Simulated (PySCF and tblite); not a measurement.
The numbers below are computed, except where a source is named.
3 regioisomers of C₅H₆O:

```json
{"isomer": "A", "SMILES": "[OH:1][C:2]1=[CH:3][CH2:4][CH:5]=[CH:6]1"}
{"isomer": "B", "SMILES": "[OH:1][CH:2]1[CH:3]=[CH:4][CH:5]=[CH:6]1"}
{"isomer": "C", "SMILES": "[OH:1][C:2]1=[CH:3][CH:4]=[CH:5][CH2:6]1"}
```

Each isomer is a Boltzmann average at 298.15 K over at most 6 conformers: GFN2-xTB geometries, energies B3LYP/def2-SVP (IEF-PCM, methanol) (D3(BJ) added where defined), GIAO shieldings mPW1PW91/pcSseg-1 (IEF-PCM, methanol), GFN2-xTB thermal terms. Programs: PySCF with density fitting and tblite.

Task: What shifts does each isomer give (ppm)?

Result: 
A: ¹H (against TMS): 6.91 (H5, 1H), 6.62 (H6, 1H), 5.47 (H3, 1H), 3.28 (H4, 2H). ¹³C (against TMS): 167.6 (C2), 146.6 (C5), 136.6 (C6), 106.6 (C3), 43.2 (C4).

B: ¹H (against TMS): 6.77 (H3/H6, 2H), 6.64 (H4/H5, 2H), 5.16 (H2, 1H). ¹³C (against TMS): 149.4 (C3/C6), 140.0 (C4/C5), 87.1 (C2).

C: ¹H (against TMS): 6.62 (H4, 1H), 5.91 (H5, 1H), 5.60 (H3, 1H), 3.17 (H6, 2H). ¹³C (against TMS): 177.2 (C2), 140.6 (C4), 126.1 (C5), 107.1 (C3), 44.0 (C6). H not on carbon is left out.

H on N, O and S are left out: they exchange, and hydrogen bonds move them by several ppm. Shifts are unscaled: against experiment ¹³C can be off by 15 ppm or more and ¹H by 0.8 ppm. The search found a single conformer for at least one isomer; other rotamers may be missing.
